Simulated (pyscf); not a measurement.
## Addition across a multiple bond or ene-type step: `[O]=[Ge]=[O]` + `[CH4]` -> `[CH3][O][GeH]=[O]`

Gas phase, singlet surface, charge 0. Bonds broken: C4–H5. Bonds formed: Ge2–H5, O3–C4. Single points on ωB97X-D3(BJ)/def2-SVP structures (PySCF, gas phase). Correlated levels are frozen-core, on RHF or UHF. ΔMP2 is the change of the MP2 total energy from the triple- to the quadruple-zeta basis.

Transition state (Å):

```xyz
8

O      1.8991     1.2831    -1.2637
Ge     0.6303     0.8089    -0.3690
O     -0.5348     1.1404     0.7968
C     -1.1056    -0.9023     0.7309
H      0.0475    -0.7440    -0.4089
H     -0.7281    -1.9220     0.5877
H     -1.9924    -0.6636     0.1418
H     -1.1527    -0.6074     1.7802
```

One imaginary mode, 1400i cm⁻¹; descent along it reached the two sides named, in the forms told below.

```tsv
bond	change	reactant side (Å)	saddle	product side
C4–H5	breaks	1.101	1.629	3.0
Ge2–H5	forms	2.7	1.659	1.535
O3–C4	forms	3.6	2.122	1.412
```

Electronic energies relative to the separated reactants (kJ/mol):

| level | barrier | reaction energy | reverse barrier |
|---|---|---|---|
| ωB97X-D3(BJ)/def2-TZVP | 311.1 | -84.9 | 396.0 |
| PBE/def2-TZVP | 282.9 | -44.6 | 327.5 |
| r²SCAN/def2-TZVP | 288.9 | -63.4 | 352.3 |
| B3LYP-D3(BJ)/def2-TZVP | 298.3 | -65.3 | 363.6 |
| PBE0-D3(BJ)/def2-TZVP | 297.4 | -79.0 | 376.3 |
| M06-2X/def2-TZVP | 312.7 | -92.7 | 405.4 |
| ωB97M-D3(BJ)/def2-TZVP | 312.8 | -74.2 | 387.0 |
| HF/def2-TZVP | 358.4 | -109.8 | 468.2 |
| MP2/def2-QZVPP | 336.0 | -46.6 | 382.7 |
| CCSD/def2-TZVPP | 329.1 | -77.2 | 406.3 |
| CCSD(T)/def2-TZVPP | 313.3 | -64.4 | 377.7 |
| CCSD(T)/def2-TZVPP + ΔMP2(QZVPP) | 310.2 | -65.0 | 375.2 |

With CCSD(T)/def2-TZVPP + ΔMP2(QZVPP) energies and thermal terms (ideal gas, 1 atm, RRHO with modes under 100 cm⁻¹ raised to 100, one conformer, R ln 2 for chiral ones without a mode under 150 cm⁻¹), in kJ/mol:

```csv
T (K),ΔH‡,ΔG‡,ΔH,ΔG
298,300.6,332.8,-62.3,-29.7
600,302.5,364.9,-60.9,+3.1
900,305.2,395.5,-57.7,+34.5
1200,307.9,425.2,-53.7,+64.6
```

On the product side the descent ends in a point that may be a rotor saddle (no frequency run), 12.8 kJ/mol over the lowest minimum found and 383.1 kJ/mol under the saddle at ωB97X-D3(BJ)/def2-TZVP. From the product side, H₃C–O• + [O=GeH]• lies, by one bond made or cut, 29.1 kJ/mol under this saddle at ωB97M-D3(BJ)/def2-TZVP. H₃C–O–GeH=O lies 100.5 kJ/mol over its isomer H₃C–Ge(=O)–OH (electronic energy, ωB97M-D3(BJ)/def2-TZVP). One saddle was located; it need not be the lowest between these sides. The CCSD(T) − MP2 part came from Ansatz, without density fitting, on the same reference. The largest closed-shell T1 diagnostic is 0.030, which may signal static correlation. The frozen core leaves the outer d or s,p core shells of the metals and heavy elements correlated in the MP2 and CC values, and def2-TZVPP describes them poorly, which can shift differences by a few kcal/mol. Elements up to Kr have no core potential and no relativistic terms here.
